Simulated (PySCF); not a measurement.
## Ionisation of methyl acetate

System: methyl acetate, `COC(C)=O` (C3H6O2). Atom numbers as in the mapped SMILES `[CH3:1][O:2][C:3]([CH3:4])=[O:5]`.

These are calculated values, ωB97X-D3(BJ)/ma-def2-TZVP in PySCF (grid level 2) at geometries from PBE0-D3(BJ)/def2-SVP. ωB97X-D3(BJ) is ωB97X-V with D3(BJ) in place of VV10. Zero-point and thermal terms (298.15 K, 1 bar) come from unscaled PBE0-D3(BJ)/def2-SVP harmonic frequencies, with soft modes damped to free rotors in the entropy.

Frontier levels of the parent: HOMO -10.58 eV, LUMO 1.12 eV.

Oxidation to the radical cation:
```
Vertical ionisation energy (electronic)              : 10.53 eV
Adiabatic ionisation energy (with zero-point energy) : 10.11 eV
Adiabatic, electronic part                           : 10.17 eV
Vertical gap at the product's structure              : 9.76 eV
Inner reorganisation energy (four-point)             : 773 meV
Relaxation of product / of parent                    : 362 / 411 meV
⟨S²⟩ of the product                                  : 0.755
Largest spin populations                             : O5 0.92, C4 0.08
Largest changes of atomic charge                     : O5 0.46, O2 0.15
Distances that move most (Å)                         : O2–C3 1.341 → 1.264; C3–O5 1.202 → 1.258; C1–O2 1.416 → 1.464; C3–C4 1.501 → 1.486
Potential in THF                                     : 8.03 V absolute, 3.29 V against Fc+/Fc computed at 4.74 V (solvation -18 → -217 kJ/mol)
```

Solvents are IEF-PCM continua (electrostatics only, gas-phase structures); absolute potentials refer to an electron at rest in vacuum. Fc+/Fc in THF, 4.74 V, is ωB97X-D3(BJ)/ma-def2-TZVP on PBE0-D3(BJ)/def2-SVP structures with GFN2-xTB thermal terms. Benchmark calculations put it near 5.0 V in acetonitrile and DMSO, so it is about 0.3 V low, and the value against it can read up to that much too high.

Measured values (NIST Chemistry WebBook, evaluated or the median of agreeing entries): adiabatic ionisation energy 10.25 eV (computed 10.11, difference -0.14).

Hardware: 1 thread of Arm Neoverse V2, shared with other jobs. Command: `OMP_NUM_THREADS=1 python redox_run.py task.json out`. Structures, frequencies and single points: 7.6 min.
